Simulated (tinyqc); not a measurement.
Coupled-perturbed Hartree-Fock on RHF in the sto-3g basis, for BH3, spin multiplicity 1, step by step (part 1 of 2). Computed by tinyqc, a small Python program that keeps every step (integrals from PySCF). Settings: charge = 0, multiplicity = 1, basis = sto-3g, method = RHF, energy threshold = 1e-10, iteration cap = 74, orthogonalisation = symmetric, start = core, DIIS depth = 6. Command: `OMP_NUM_THREADS=1 python tinyqc.py 21631 21632 out.jsonl` (the two numbers bound the seeds that draw the settings). One thread of a shared host (Intel(R) Xeon(R) Processor @ 2.60GHz), about 0.2 s of CPU time with the checks. The early iterations of the SCF are left out here.

## One-electron integrals

Geometry (angstrom):
```
atom        x        y       z
B      0.0000   0.0000  0.0110
H      1.3020   0.0000  0.0000
H     -0.6510   1.1280  0.0000
H     -0.6510  -1.1280  0.0000
```

Basis sto-3g: exponents (1/bohr^2) and contraction coefficients of normalised primitives:
```
element  l (shell)  exponent  coefficient
B            s (1)   48.7911       0.1543
B            s (1)    8.8874       0.5353
B            s (1)    2.4053       0.4446
B            s (2)    2.2370      -0.1000
B            s (2)    0.5198       0.3995
B            s (2)    0.1691       0.7001
B            p (3)    2.2370       0.1559
B            p (3)    0.5198       0.6077
B            p (3)    0.1691       0.3920
H            s (1)    3.4253       0.1543
H            s (1)    0.6239       0.5353
H            s (1)    0.1689       0.4446
```

Overlap, kinetic and nuclear-attraction integrals over the contracted functions; the nuclear repulsion is the sum of Za Zb / Rab.

nuclear repulsion = 6.798948 hartree

overlap S:
```
         1B 1s   1B 2s   1B 2px   1B 2py   1B 2pz    2H 1s    3H 1s    4H 1s
1B 1s   1.0000  0.2693   0.0000   0.0000   0.0000   0.0516   0.0515   0.0515
1B 2s   0.2693  1.0000   0.0000   0.0000   0.0000   0.4197   0.4195   0.4195
1B 2px  0.0000  0.0000   1.0000   0.0000   0.0000   0.4484  -0.2240  -0.2240
1B 2py  0.0000  0.0000   0.0000   1.0000   0.0000   0.0000   0.3882  -0.3882
1B 2pz  0.0000  0.0000   0.0000   0.0000   1.0000  -0.0038  -0.0038  -0.0038
2H 1s   0.0516  0.4197   0.4484   0.0000  -0.0038   1.0000   0.0772   0.0772
3H 1s   0.0515  0.4195  -0.2240   0.3882  -0.0038   0.0772   1.0000   0.0772
4H 1s   0.0515  0.4195  -0.2240  -0.3882  -0.0038   0.0772   0.0772   1.0000
```

kinetic energy T (hartree):
```
          1B 1s    1B 2s   1B 2px   1B 2py   1B 2pz    2H 1s    3H 1s    4H 1s
1B 1s   10.8263  -0.0480   0.0000   0.0000   0.0000  -0.0138  -0.0138  -0.0138
1B 2s   -0.0480   0.3592   0.0000   0.0000   0.0000   0.0630   0.0629   0.0629
1B 2px   0.0000   0.0000   1.1239   0.0000   0.0000   0.1770  -0.0884  -0.0884
1B 2py   0.0000   0.0000   0.0000   1.1239   0.0000   0.0000   0.1532  -0.1532
1B 2pz   0.0000   0.0000   0.0000   0.0000   1.1239  -0.0015  -0.0015  -0.0015
2H 1s   -0.0138   0.0630   0.1770   0.0000  -0.0015   0.7600  -0.0115  -0.0115
3H 1s   -0.0138   0.0629  -0.0884   0.1532  -0.0015  -0.0115   0.7600  -0.0115
4H 1s   -0.0138   0.0629  -0.0884  -0.1532  -0.0015  -0.0115  -0.0115   0.7600
```

nuclear attraction V (hartree):
```
           1B 1s    1B 2s   1B 2px   1B 2py   1B 2pz    2H 1s    3H 1s    4H 1s
1B 1s   -24.3664  -3.4677   0.0000   0.0000   0.0004  -0.6664  -0.6659  -0.6659
1B 2s    -3.4677  -4.9628  -0.0001   0.0000   0.0036  -1.7759  -1.7749  -1.7749
1B 2px    0.0000  -0.0001  -4.9834   0.0000   0.0000  -1.7848   0.8917   0.8917
1B 2py    0.0000   0.0000   0.0000  -4.9834   0.0000   0.0000  -1.5452   1.5452
1B 2pz    0.0004   0.0036   0.0000   0.0000  -4.8297   0.0157   0.0157   0.0157
2H 1s    -0.6664  -1.7759  -1.7848   0.0000   0.0157  -3.7091  -0.3140  -0.3140
3H 1s    -0.6659  -1.7749   0.8917  -1.5452   0.0157  -0.3140  -3.7085  -0.3137
4H 1s    -0.6659  -1.7749   0.8917   1.5452   0.0157  -0.3140  -0.3137  -3.7085
```

core Hamiltonian H = T + V (hartree):
```
           1B 1s    1B 2s   1B 2px   1B 2py   1B 2pz    2H 1s    3H 1s    4H 1s
1B 1s   -13.5401  -3.5156   0.0000   0.0000   0.0004  -0.6803  -0.6797  -0.6797
1B 2s    -3.5156  -4.6036  -0.0001   0.0000   0.0036  -1.7129  -1.7120  -1.7120
1B 2px    0.0000  -0.0001  -3.8595   0.0000   0.0000  -1.6079   0.8033   0.8033
1B 2py    0.0000   0.0000   0.0000  -3.8595   0.0000   0.0000  -1.3920   1.3920
1B 2pz    0.0004   0.0036   0.0000   0.0000  -3.7059   0.0142   0.0142   0.0142
2H 1s    -0.6803  -1.7129  -1.6079   0.0000   0.0142  -2.9491  -0.3255  -0.3255
3H 1s    -0.6797  -1.7120   0.8033  -1.3920   0.0142  -0.3255  -2.9485  -0.3252
4H 1s    -0.6797  -1.7120   0.8033   1.3920   0.0142  -0.3255  -0.3252  -2.9485
```

## Two-electron integrals

Functions are numbered as in S; the eight-fold symmetry (ij|kl) = (ji|kl) = (kl|ij) leaves the list below.

Two-electron integrals (ij|kl) in chemists' order, unique and non-zero (hartree):
```
(11|11) 2.9235      (21|11) 0.5184      (21|21) 0.1093      (22|11) 0.7442
(22|21) 0.1932      (22|22) 0.5448      (31|31) 0.0203      (32|31) 0.0300
(32|32) 0.1203      (33|11) 0.7425      (33|21) 0.1932      (33|22) 0.5447
(33|33) 0.5868      (41|41) 0.0203      (42|41) 0.0300      (42|42) 0.1203
(43|43) 0.0316      (44|11) 0.7425      (44|21) 0.1932      (44|22) 0.5447
(44|33) 0.5235      (44|44) 0.5868      (51|51) 0.0203      (52|51) 0.0300
(52|52) 0.1203      (53|53) 0.0316      (54|54) 0.0316      (55|11) 0.7425
(55|21) 0.1932      (55|22) 0.5447      (55|33) 0.5235      (55|44) 0.5235
(55|55) 0.5868      (61|11) 0.0988      (61|21) 0.0208      (61|22) 0.0368
(61|31) 0.0015      (61|32) 0.0028      (61|33) 0.0372      (61|44) 0.0367
(61|51) -1.26e-05   (61|52) -2.34e-05   (61|53) -4.69e-06   (61|55) 0.0367
(61|61) 0.0041      (62|11) 0.2415      (62|21) 0.0637      (62|22) 0.1979
(62|31) 0.0070      (62|32) 0.0429      (62|33) 0.2091      (62|44) 0.1923
(62|51) -5.92e-05   (62|52) -3.63e-04   (62|53) -1.43e-04   (62|55) 0.1923
(62|61) 0.0129      (62|62) 0.0997      (63|11) 0.2273      (63|21) 0.0607
(63|22) 0.1992      (63|31) 0.0121      (63|32) 0.0691      (63|33) 0.2201
(63|44) 0.1886      (63|51) -4.87e-05   (63|52) -3.33e-04   (63|53) -1.99e-04
(63|55) 0.1886      (63|61) 0.0129      (63|62) 0.1174      (63|63) 0.1464
(64|41) 0.0063      (64|42) 0.0297      (64|43) 0.0080      (64|54) -6.75e-05
(64|64) 0.0109      (65|11) -0.0019     (65|21) -0.0005     (65|22) -0.0017
(65|31) -4.87e-05   (65|32) -3.33e-04   (65|33) -0.0017     (65|44) -0.0016
(65|51) 0.0063      (65|52) 0.0297      (65|53) 0.0080      (65|55) -0.0017
(65|61) -1.09e-04   (65|62) -0.0010     (65|63) -0.0011     (65|65) 0.0109
(66|11) 0.4023      (66|21) 0.1080      (66|22) 0.3802      (66|31) 0.0143
(66|32) 0.1166      (66|33) 0.4247      (66|44) 0.3576      (66|51) -1.21e-04
(66|52) -0.0010     (66|53) -0.0006     (66|55) 0.3576      (66|61) 0.0223
(66|62) 0.2457      (66|63) 0.3144      (66|65) -0.0027     (66|66) 0.7746
(71|11) 0.0987      (71|21) 0.0207      (71|22) 0.0368      (71|31) -0.0007
(71|32) -0.0014     (71|33) 0.0368      (71|41) 0.0013      (71|42) 0.0024
(71|43) -2.40e-04   (71|44) 0.0371      (71|51) -1.26e-05   (71|52) -2.33e-05
(71|53) 2.34e-06    (71|54) -4.06e-06   (71|55) 0.0366      (71|61) 0.0039
(71|62) 0.0118      (71|63) 0.0110      (71|64) 4.75e-04    (71|65) -9.99e-05
(71|66) 0.0199      (71|71) 0.0041      (72|11) 0.2414      (72|21) 0.0636
(72|22) 0.1978      (72|31) -0.0035     (72|32) -0.0214     (72|33) 0.1964
(72|41) 0.0061      (72|42) 0.0372      (72|43) -0.0073     (72|44) 0.2048
(72|51) -5.92e-05   (72|52) -3.62e-04   (72|53) 7.13e-05    (72|54) -1.23e-04
(72|55) 0.1922      (72|61) 0.0118      (72|62) 0.0653      (72|63) 0.0617
(72|64) 0.0078      (72|65) -0.0006     (72|66) 0.1225      (72|71) 0.0129
(72|72) 0.0996      (73|11) -0.1136     (73|21) -0.0303     (73|22) -0.0995
(73|31) 0.0078      (73|32) 0.0395      (73|33) -0.1042     (73|41) -0.0025
(73|42) -0.0171     (73|43) 0.0103      (73|44) -0.1001     (73|51) 2.43e-05
(73|52) 1.66e-04    (73|53) -1.00e-04   (73|54) 5.68e-05    (73|55) -0.0943
(73|61) -0.0051     (73|62) -0.0241     (73|63) -0.0174     (73|64) -0.0020
(73|65) 2.31e-04    (73|66) -0.0398     (73|71) -0.0064     (73|72) -0.0587
(73|73) 0.0447      (74|11) 0.1968      (74|21) 0.0526      (74|22) 0.1725
(74|31) -0.0025     (74|32) -0.0171     (74|33) 0.1667      (74|41) 0.0106
(74|42) 0.0592      (74|43) -0.0098     (74|44) 0.1872      (74|51) -4.21e-05
(74|52) -2.88e-04   (74|53) 5.68e-05    (74|54) -1.66e-04   (74|55) 0.1633
(74|61) 0.0098      (74|62) 0.0573      (74|63) 0.0540      (74|64) 0.0126
(74|65) -0.0005     (74|66) 0.1081      (74|71) 0.0112      (74|72) 0.1016
(74|73) -0.0586     (74|74) 0.1125      (75|11) -0.0019     (75|21) -0.0005
(75|22) -0.0017     (75|31) 2.43e-05    (75|32) 1.66e-04    (75|33) -0.0016
(75|41) -4.21e-05   (75|42) -2.88e-04   (75|43) 5.68e-05    (75|44) -0.0017
(75|51) 0.0063      (75|52) 0.0297      (75|53) -0.0040     (75|54) 0.0069
(75|55) -0.0017     (75|61) -9.99e-05   (75|62) -0.0006     (75|63) -0.0006
(75|64) -7.28e-05   (75|65) 0.0065      (75|66) -0.0012     (75|71) -1.09e-04
(75|72) -0.0010     (75|73) 0.0006      (75|74) -0.0010     (75|75) 0.0109
(76|11) 0.0428      (76|21) 0.0113      (76|22) 0.0356      (76|31) 0.0005
(76|32) 0.0033      (76|33) 0.0359      (76|41) 0.0009      (76|42) 0.0057
(76|43) 3.07e-04    (76|44) 0.0363      (76|51) -1.78e-05   (76|52) -1.11e-04
(76|53) -1.62e-05   (76|54) -2.80e-05   (76|55) 0.0345      (76|61) 0.0022
(76|62) 0.0152      (76|63) 0.0167      (76|64) 0.0017      (76|65) -1.65e-04
(76|66) 0.0339      (76|71) 0.0022      (76|72) 0.0152      (76|73) -0.0069
(76|74) 0.0153      (76|75) -1.65e-04   (76|76) 0.0030      (77|11) 0.4021
(77|21) 0.1080      (77|22) 0.3801      (77|31) -0.0072     (77|32) -0.0583
(77|33) 0.3743      (77|41) 0.0124      (77|42) 0.1010      (77|43) -0.0290
(77|44) 0.4079      (77|51) -1.21e-04   (77|52) -0.0010     (77|53) 2.83e-04
(77|54) -4.91e-04   (77|55) 0.3576      (77|61) 0.0199      (77|62) 0.1226
(77|63) 0.1135      (77|64) 0.0195      (77|65) -0.0012     (77|66) 0.2343
(77|71) 0.0223      (77|72) 0.2456      (77|73) -0.1571     (77|74) 0.2722
(77|75) -0.0027     (77|76) 0.0339      (77|77) 0.7746      (81|11) 0.0987
(81|21) 0.0207      (81|22) 0.0368      (81|31) -0.0007     (81|32) -0.0014
(81|33) 0.0368      (81|41) -0.0013     (81|42) -0.0024     (81|43) 2.40e-04
(81|44) 0.0371      (81|51) -1.26e-05   (81|52) -2.33e-05   (81|53) 2.34e-06
(81|54) 4.06e-06    (81|55) 0.0366      (81|61) 0.0039      (81|62) 0.0118
(81|63) 0.0110      (81|64) -4.75e-04   (81|65) -9.99e-05   (81|66) 0.0199
(81|71) 0.0039      (81|72) 0.0118      (81|73) -0.0059     (81|74) 0.0093
(81|75) -9.98e-05   (81|76) 0.0021      (81|77) 0.0199      (81|81) 0.0041
(82|11) 0.2414      (82|21) 0.0636      (82|22) 0.1978      (82|31) -0.0035
(82|32) -0.0214     (82|33) 0.1964      (82|41) -0.0061     (82|42) -0.0372
(82|43) 0.0073      (82|44) 0.2048      (82|51) -5.92e-05   (82|52) -3.62e-04
(82|53) 7.13e-05    (82|54) 1.23e-04    (82|55) 0.1922      (82|61) 0.0118
(82|62) 0.0653      (82|63) 0.0617      (82|64) -0.0078     (82|65) -0.0006
(82|66) 0.1225      (82|71) 0.0118      (82|72) 0.0653      (82|73) -0.0375
(82|74) 0.0495      (82|75) -0.0006     (82|76) 0.0110      (82|77) 0.1225
(82|81) 0.0129      (82|82) 0.0996      (83|11) -0.1136     (83|21) -0.0303
(83|22) -0.0995     (83|31) 0.0078      (83|32) 0.0395      (83|33) -0.1042
(83|41) 0.0025      (83|42) 0.0171      (83|43) -0.0103     (83|44) -0.1001
(83|51) 2.43e-05    (83|52) 1.66e-04    (83|53) -1.00e-04   (83|54) -5.68e-05
(83|55) -0.0943     (83|61) -0.0051     (83|62) -0.0241     (83|63) -0.0174
(83|64) 0.0020      (83|65) 2.31e-04    (83|66) -0.0398     (83|71) -0.0059
(83|72) -0.0375     (83|73) 0.0276      (83|74) -0.0280     (83|75) 3.57e-04
(83|76) -0.0050     (83|77) -0.0736     (83|81) -0.0064     (83|82) -0.0587
(83|83) 0.0447      (84|11) -0.1968     (84|21) -0.0526     (84|22) -0.1725
(84|31) 0.0025      (84|32) 0.0171      (84|33) -0.1667     (84|41) 0.0106
(84|42) 0.0592      (84|43) -0.0098     (84|44) -0.1872     (84|51) 4.21e-05
(84|52) 2.88e-04    (84|53) -5.68e-05   (84|54) -1.66e-04   (84|55) -0.1633
(84|61) -0.0098     (84|62) -0.0573     (84|63) -0.0540     (84|64) 0.0126
(84|65) 0.0005      (84|66) -0.1081     (84|71) -0.0093     (84|72) -0.0495
(84|73) 0.0280      (84|74) -0.0324     (84|75) 4.73e-04    (84|76) -0.0086
(84|77) -0.0885     (84|81) -0.0112     (84|82) -0.1016     (84|83) 0.0586
(84|84) 0.1125      (85|11) -0.0019     (85|21) -0.0005     (85|22) -0.0017
(85|31) 2.43e-05    (85|32) 1.66e-04    (85|33) -0.0016     (85|41) 4.21e-05
(85|42) 2.88e-04    (85|43) -5.68e-05   (85|44) -0.0017     (85|51) 0.0063
(85|52) 0.0297      (85|53) -0.0040     (85|54) -0.0069     (85|55) -0.0017
(85|61) -9.99e-05   (85|62) -0.0006     (85|63) -0.0006     (85|64) 7.28e-05
(85|65) 0.0065      (85|66) -0.0012     (85|71) -9.98e-05   (85|72) -0.0006
(85|73) 3.57e-04    (85|74) -4.73e-04   (85|75) 0.0065      (85|76) -1.16e-04
(85|77) -0.0012     (85|81) -1.09e-04   (85|82) -0.0010     (85|83) 0.0006
(85|84) 0.0010      (85|85) 0.0109      (86|11) 0.0428      (86|21) 0.0113
(86|22) 0.0356      (86|31) 0.0005      (86|32) 0.0033      (86|33) 0.0359
(86|41) -0.0009     (86|42) -0.0057     (86|43) -3.07e-04   (86|44) 0.0363
(86|51) -1.78e-05   (86|52) -1.11e-04   (86|53) -1.62e-05   (86|54) 2.80e-05
(86|55) 0.0345      (86|61) 0.0022      (86|62) 0.0152      (86|63) 0.0167
(86|64) -0.0017     (86|65) -1.65e-04   (86|66) 0.0339      (86|71) 0.0021
(86|72) 0.0110      (86|73) -0.0050     (86|74) 0.0086      (86|75) -1.16e-04
(86|76) 0.0023      (86|77) 0.0203      (86|81) 0.0022      (86|82) 0.0152
(86|83) -0.0069     (86|84) -0.0153     (86|85) -1.65e-04   (86|86) 0.0030
(87|11) 0.0427      (87|21) 0.0113      (87|22) 0.0355      (87|31) -0.0011
(87|32) -0.0065     (87|33) 0.0364      (87|44) 0.0357      (87|51) -1.78e-05
(87|52) -1.10e-04   (87|53) 3.23e-05    (87|55) 0.0345      (87|61) 0.0021
(87|62) 0.0110      (87|63) 0.0100      (87|65) -1.16e-04   (87|66) 0.0202
(87|71) 0.0022      (87|72) 0.0152      (87|73) -0.0098     (87|74) 0.0136
(87|75) -1.65e-04   (87|76) 0.0023      (87|77) 0.0338      (87|81) 0.0022
(87|82) 0.0152      (87|83) -0.0098     (87|84) -0.0136     (87|85) -1.65e-04
(87|86) 0.0023      (87|87) 0.0030      (88|11) 0.4021      (88|21) 0.1080
(88|22) 0.3801      (88|31) -0.0072     (88|32) -0.0583     (88|33) 0.3743
(88|41) -0.0124     (88|42) -0.1010     (88|43) 0.0290      (88|44) 0.4079
(88|51) -1.21e-04   (88|52) -0.0010     (88|53) 2.83e-04    (88|54) 4.91e-04
(88|55) 0.3576      (88|61) 0.0199      (88|62) 0.1226      (88|63) 0.1135
(88|64) -0.0195     (88|65) -0.0012     (88|66) 0.2343      (88|71) 0.0199
(88|72) 0.1225      (88|73) -0.0736     (88|74) 0.0885      (88|75) -0.0012
(88|76) 0.0203      (88|77) 0.2343      (88|81) 0.0223      (88|82) 0.2456
(88|83) -0.1571     (88|84) -0.2722     (88|85) -0.0027     (88|86) 0.0339
(88|87) 0.0338      (88|88) 0.7746
```

## Orthogonalisation

S = U s U^T; symmetric (Loewdin) form X = U s^(-1/2) U^T, so that X^T S X = 1.

eigenvalues of S: 0.3157  0.4110  0.4111  0.9604  1.0001  1.5117  1.5118  1.8782

X:
```
          1B 1s    1B 2s   1B 2px   1B 2py   1B 2pz    2H 1s    3H 1s    4H 1s
1B 1s    1.0331  -0.1740   0.0000   0.0000   0.0003   0.0265   0.0265   0.0265
1B 2s   -0.1740   1.3196   0.0001   0.0000  -0.0026  -0.2836  -0.2833  -0.2833
1B 2px   0.0000   0.0001   1.1604   0.0000   0.0000  -0.3041   0.1519   0.1519
1B 2py   0.0000   0.0000   0.0000   1.1604   0.0000   0.0000  -0.2632   0.2632
1B 2pz   0.0003  -0.0026   0.0000   0.0000   1.0000   0.0025   0.0025   0.0025
2H 1s    0.0265  -0.2836  -0.3041   0.0000   0.0025   1.2009  -0.0119  -0.0119
3H 1s    0.0265  -0.2833   0.1519  -0.2632   0.0025  -0.0119   1.2007  -0.0119
4H 1s    0.0265  -0.2833   0.1519   0.2632   0.0025  -0.0119  -0.0119   1.2007
```

## Iteration 7 (converged): orbitals

converged F (hartree):
```
          1B 1s    1B 2s   1B 2px   1B 2py   1B 2pz    2H 1s    3H 1s    4H 1s
1B 1s   -7.4200  -2.1759   0.0000   0.0000  -0.0002  -0.4279  -0.4276  -0.4276
1B 2s   -2.1759  -1.0651  -0.0001   0.0000   0.0022  -0.4947  -0.4945  -0.4945
1B 2px   0.0000  -0.0001  -0.1445   0.0000   0.0000  -0.3744   0.1871   0.1871
1B 2py   0.0000   0.0000   0.0000  -0.1444   0.0000   0.0000  -0.3242   0.3242
1B 2pz  -0.0002   0.0022   0.0000   0.0000   0.2432   0.0023   0.0023   0.0023
2H 1s   -0.4279  -0.4947  -0.3744   0.0000   0.0023  -0.3364  -0.1087  -0.1087
3H 1s   -0.4276  -0.4945   0.1871  -0.3242   0.0023  -0.1087  -0.3362  -0.1086
4H 1s   -0.4276  -0.4945   0.1871   0.3242   0.0023  -0.1087  -0.1086  -0.3362
```

Diagonalise F' = X^T F X, C = X C', fill 4 alpha and 4 beta electrons from the bottom; D = 2 C_occ C_occ^T. Each column has its largest component positive (the first on a tie).

F' = X^T F X (hartree):
```
         1        2        3        4        5        6        7        8
1  -7.2267  -1.1847   0.0000   0.0000   0.0002  -0.0345  -0.0344  -0.0344
2  -1.1847  -0.2304   0.0001   0.0000  -0.0017  -0.3563  -0.3562  -0.3562
3   0.0000   0.0001   0.1701   0.0000   0.0000  -0.4439   0.2218   0.2218
4   0.0000   0.0000   0.0000   0.1701   0.0000   0.0000  -0.3843   0.3843
5   0.0002  -0.0017   0.0000   0.0000   0.2433   0.0029   0.0029   0.0029
6  -0.0345  -0.3563  -0.4439   0.0000   0.0029   0.0291  -0.0302  -0.0302
7  -0.0344  -0.3562   0.2218  -0.3843   0.0029  -0.0302   0.0290  -0.0302
8  -0.0344  -0.3562   0.2218   0.3843   0.0029  -0.0302  -0.0302   0.0290
```

orbital energies (hartree): MO1 -7.4253, MO2 -0.6305, MO3 -0.4317, MO4 -0.4317, MO5 0.2432, MO6 0.5675, MO7 0.6609, MO8 0.6610

coefficients C:
```
            MO1      MO2      MO3      MO4      MO5      MO6      MO7      MO8
1B 1s    0.9912  -0.2249   0.0001   0.0000  -0.0041  -0.2580   0.0000  -0.0006
1B 2s    0.0345   0.5969  -0.0003   0.0000   0.0177   1.2864   0.0000   0.0031
1B 2px   0.0000   0.0002   0.5014   0.0000   0.0000  -0.0023   0.0000   1.1107
1B 2py   0.0000   0.0000   0.0000   0.5014   0.0000   0.0000   1.1107   0.0000
1B 2pz   0.0000  -0.0014   0.0000   0.0000   0.9998  -0.0194   0.0000   0.0000
2H 1s   -0.0057   0.2780   0.5310   0.0000  -0.0067  -0.6804   0.0000  -0.8910
3H 1s   -0.0057   0.2777  -0.2657   0.4599  -0.0067  -0.6832  -0.7701   0.4430
4H 1s   -0.0057   0.2777  -0.2657  -0.4599  -0.0067  -0.6832   0.7701   0.4430
```

D after iteration 7:
```
          1B 1s    1B 2s   1B 2px   1B 2py   1B 2pz    2H 1s    3H 1s    4H 1s
1B 1s    2.0662  -0.2001   0.0000   0.0000   0.0006  -0.1362  -0.1362  -0.1362
1B 2s   -0.2001   0.7150  -0.0001   0.0000  -0.0017   0.3312   0.3313   0.3313
1B 2px   0.0000  -0.0001   0.5029   0.0000   0.0000   0.5326  -0.2663  -0.2663
1B 2py   0.0000   0.0000   0.0000   0.5028   0.0000   0.0000   0.4613  -0.4613
1B 2pz   0.0006  -0.0017   0.0000   0.0000   0.0000  -0.0008  -0.0008  -0.0008
2H 1s   -0.1362   0.3312   0.5326   0.0000  -0.0008   0.7185  -0.1277  -0.1277
3H 1s   -0.1362   0.3313  -0.2663   0.4613  -0.0008  -0.1277   0.7186  -0.1276
4H 1s   -0.1362   0.3313  -0.2663  -0.4613  -0.0008  -0.1277  -0.1276   0.7186
```

## Convergence

Stop when the energy changes by less than 1e-10 hartree and every element of the error matrix X^T (F D S - S D F) X is below 3e-06.

Course of the cycle:
```
iteration  E (hartree)     change  largest element of the error matrix
1           -23.789924          -                             7.14e-01
2           -26.009135  -2.22e+00                             1.23e-01
3           -26.037432  -2.83e-02                             1.31e-02
4           -26.037590  -1.58e-04                             5.11e-04
5           -26.037591  -6.40e-07                             9.94e-05
6           -26.037591  -1.77e-08                             2.71e-06
7           -26.037591  -1.46e-11                             8.39e-07
```

PySCF RHF in the same basis = -26.037591 hartree

Converged in 7 iterations.
